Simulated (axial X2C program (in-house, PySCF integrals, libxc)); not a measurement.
OSiO²⁺: properties at the nuclei

Computed with an in-house all-electron X2C program for linear molecules (integrals from PySCF): two-component X2C with atomic mean-field Coulomb and Gaunt terms, Gaussian nuclei, basis O dyall-av3z, Si dyall-v3z with contracted cores.

O–Si–O held linear, with bonds 1.634 and 1.634 Å (near the PBE0 minimum at charge 2 of the determinant lowest at the starting distance; the state shown can have its own minimum elsewhere, held linear; other orders of the atoms were not compared).

Input and command:
```json
{"zs": [8, 14, 8], "q": 2, "bas": ["dyall-av3z", "dyall-v3z", "dyall-av3z"], "r0": [1.64, 1.64], "symm": 1, "scan": ["PBE0", "HF", "B3LYP"], "levels": ["PBE0", "HF", "BHandHLYP"], "nst": 2}
```
```bash
python solin.py task.json out
```

Keys: zs atomic numbers; q charge; bas basis sets; r0 starting distance in Å; symm equal bonds; scan levels of the two-bond scan; levels methods; nst determinants followed.

Determinant lowest in the PBE0 search, Ω = 3 (⟨Sz⟩ = 1.00, ⟨Lz⟩ = 2.00 at PBE0), spin on the atoms O 0.49, Si 0.01, O 0.49:

```
    level  A∥/gI O (MHz)  qzz O (a.u.)  A∥/gI Si (MHz)  qzz Si (a.u.)
     PBE0            103          0.28           -7.17          -2.20
       HF            110          0.41           -43.2          -2.68
BHandHLYP            109          0.34           -15.5          -2.39
```

Determinant 0.04 eV from it at PBE0 and this distance, Ω = 1 (⟨Sz⟩ = -1.00, ⟨Lz⟩ = 2.00 at PBE0), spin on the atoms O -0.49, Si -0.01, O -0.49:

```json
{"level": "PBE0", "A∥/gI O (MHz)": "499", "qzz O (a.u.)": "0.28", "A∥/gI Si (MHz)": "181", "qzz Si (a.u.)": "-2.20"}
{"level": "HF", "A∥/gI O (MHz)": "448", "qzz O (a.u.)": "0.41", "A∥/gI Si (MHz)": "254", "qzz Si (a.u.)": "-2.68"}
{"level": "BHandHLYP", "A∥/gI O (MHz)": "483", "qzz O (a.u.)": "0.34", "A∥/gI Si (MHz)": "191", "qzz Si (a.u.)": "-2.40"}
```

A∥ (defined per Ω) follows by multiplying with gI = μI/(I μN); qzz is the electric field gradient, eQq0 = 234.96 MHz × Q/barn × qzz. The operators were transformed with the bare-nucleus X2C matrices; with these basis sets, hyperfine constants and field gradients can be off by tens of per cent, and where levels differ in sign neither size nor sign is settled.

Question: With gI(17O) = -0.7575, Q(17O) = -0.02558 barn (g factors from the IAEA table of nuclear moments by Stone; Q from Pyykkö, Mol. Phys. 2018), turn the PBE0 values of the first state into constants in MHz.

Answer: A∥(17O) = 103 × -0.7575 = -78 MHz; eQq0(17O) = 234.96 × (-0.02558) × (0.28) = -1.68 MHz.

The molecule was held linear; bending was not examined, so a bent shape may lie lower.

Each state is one determinant with collinear spin, which with several unpaired electrons need not be a pure state. Unrestricted Hartree–Fock can overshoot spin polarisation at the nuclei. With several open shells hyperfine constants can be off by a factor of several. Open-shell Ω = 0 determinants with evenly filled partner blocks cannot be reached by this program, so the Ω shown need not be the lowest component. The search compared states at one distance, so a state with another bond length can lie lower. Where a field gradient or hyperfine factor spreads by more than a factor of two over the levels, a constant derived from it is not to be relied on. PBE0 term energies can be off by some tenths of an eV.
